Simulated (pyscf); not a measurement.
Optimised with ωB97X-D3(BJ)/def2-SVP in PySCF.

Q: Estimate the classical barrier height and the reaction energy of Cl–SiH(Cl)–Cl + H₂ → Cl–SiH₂–Cl + HCl at ωB97M-D3(BJ)/def2-TZVP. The step runs on the singlet surface, breaks Cl–Si, H–H and forms H–Si, Cl–H; take the separated reactants as zero.

A: ΔE‡ = 2.61 eV, ΔE = +0.80 eV. Zero-point energy shifts the barrier by +0.09 eV. It is a four-centre exchange, with an imaginary mode of 1144i cm⁻¹. One saddle was located; it need not be the lowest between these sides.
